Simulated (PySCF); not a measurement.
Can point charges reproduce the dipole moment of propiolamide, `C#CC(N)=O`?

Coordinates (PBE0-D3(BJ)/def2-SVP, Å) and charges (e) from the PBE0/pcSseg-1 density (PySCF):

| atom | x | y | z | Mulliken | IAO | Hirshfeld | ESP-fitted |
| --- | --- | --- | --- | --- | --- | --- | --- |
| C1 | 2.053 | 0.439 | 0.017 | -0.2191 | -0.1831 | -0.0775 | -0.2974 |
| C2 | 0.930 | 0.015 | 0.175 | +0.1532 | -0.0835 | -0.0531 | -0.2045 |
| C3 | -0.412 | -0.531 | 0.401 | +0.3504 | +0.4375 | +0.1797 | +0.8664 |
| N4 | -1.375 | 0.063 | -0.350 | -0.3972 | -0.4970 | -0.1651 | -0.9635 |
| O5 | -0.622 | -1.429 | 1.187 | -0.3935 | -0.4636 | -0.2811 | -0.5476 |
| H6 | 3.055 | 0.807 | -0.115 | +0.0894 | +0.2099 | +0.1064 | +0.3001 |
| H7 | -1.162 | 0.809 | -0.996 | +0.2118 | +0.2889 | +0.1434 | +0.4263 |
| H8 | -2.328 | -0.260 | -0.247 | +0.2051 | +0.2908 | +0.1475 | +0.4202 |

Form Σ q r in debye for every column and set it beside the full dipole.

The full density gives (-0.25, 2.89, -2.72) D, 3.98 D in size; dipole vectors point from the negative to the positive end.

```json
{"scheme": "Mulliken", "μx": "-0.54", "μy": "2.15", "μz": "-2.10", "size (D)": "3.05", "share of the full size (%)": "77", "angle to the full dipole (°)": "7"}
{"scheme": "IAO", "μx": "-0.16", "μy": "3.10", "μz": "-2.89", "size (D)": "4.24", "share of the full size (%)": "107", "angle to the full dipole (°)": "1"}
{"scheme": "Hirshfeld", "μx": "-0.32", "μy": "2.04", "μz": "-1.95", "size (D)": "2.84", "share of the full size (%)": "71", "angle to the full dipole (°)": "3"}
{"scheme": "ESP-fitted", "μx": "-0.24", "μy": "2.91", "μz": "-2.73", "size (D)": "4.00", "share of the full size (%)": "101", "angle to the full dipole (°)": "0"}
```

Which set comes closest?

Length of the difference vector: ESP-fitted 0.02 D, IAO 0.28 D, Mulliken 1.01 D, Hirshfeld 1.15 D. Closest: ESP-fitted. 

What is left for the Hirshfeld atoms' own dipoles?

The shares of the density sum to the whole, so what Σ q r misses lies in dipoles about the nuclei. The atomic dipoles sum to (-0.25, 2.89, -2.72) − (-0.32, 2.04, -1.95) = (0.07, 0.85, -0.77) D, 1.15 D in size.

With the origin at the mean of the coordinates, (0.017, -0.011, 0.009) Å, which are the largest single terms, by size, of the Hirshfeld dipole along the direction of the full one?

O5 +2.43, H7 +0.93, C3 -0.53, N4 -0.31, H6 +0.25 D; all 8 atoms together +2.84 D. The single terms depend on the origin, their sum doesn't.

Give the size of the full dipole in other units.

3.98 D = 1.564 au = 0.828 e·Å = 13.26 × 10⁻³⁰ C·m.

Geometry: PBE0-D3(BJ)/def2-SVP; no solvent, vibrations or thermal averaging.

These values come from a run that also computed NMR shieldings. The run took 5.0 s wall on one thread, Arm Neoverse V1 (aarch64), shared host, and the process peaked at 0.45 GiB of memory.

Shape of the structure used: `[CH:1]#[C:2][C:3]([NH2:4])=[O:5]`: H–N4–C3–C2 0°, H–N4–C3–C2 180°.
